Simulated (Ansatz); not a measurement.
Reaction: COS (sulfanylidenemethanone, SMILES O=C=S) → COS (parent SMILES S=C=O, triplet)
Each species at its own B3LYP-D3(BJ)/def2-TZVP minimum (Ansatz, an electronic-structure program).

Wanted: adiabatic triplet-singlet gap (electronic), in kcal/mol. Open shells are spin-unrestricted; no spin-orbit coupling. CBS(X,Y): correlation extrapolated as X^-3, Hartree-Fock from the larger set (Q,5: extrapolated as (X+1)exp(-9√X)). A bracket is a step between two methods taken in the basis named. The functionals are non-relativistic, so their misses hold any scalar relativity. Double hybrids freeze cores in their MP2 part. 'core' is core correlation in cc-pwCVTZ (1s frozen past Ne), 'X2C' scalar relativity in cc-pVTZ-DK, both at CCSD(T). The UHF reference of COS (parent SMILES O=C=S, triplet) is spin-contaminated (<S^2> up to 0.03 over the pure value in the sets run). The spin of COS (parent SMILES O=C=S, triplet) was assumed, and the state is the lowest solution found for it.

CCSD(T)/CBS(cc-pV(Q+d)Z,cc-pV(5+d)Z) + [CCSDT(Q) - CCSD(T)]/cc-pV(D+d)Z + core + X2C (Ansatz) gives 77.6 kcal/mol.

**Question.** What does PBE/def2-TZVPD (Ansatz) give here, and how do the other levels compare?

**Answer.** PBE gives 75.5 kcal/mol, 2.1 kcal/mol below it. Differences of the others: r2SCAN/def2-TZVPD (Ansatz) -3.4; B3LYP/def2-TZVPD (Ansatz) -3.7; PBE0/def2-TZVPD (Ansatz) -3.4; wB97M-V/def2-TZVPD (Ansatz) -0.4; B2PLYP/def2-TZVPD (Ansatz) -0.8; CCSD(T)/CBS(cc-pV(Q+d)Z,cc-pV(5+d)Z) + core + X2C (Ansatz) 0.3 kcal/mol. Nearer than PBE: wB97M-V/def2-TZVPD, B2PLYP/def2-TZVPD, CCSD(T)/CBS(cc-pV(Q+d)Z,cc-pV(5+d)Z) + core + X2C.
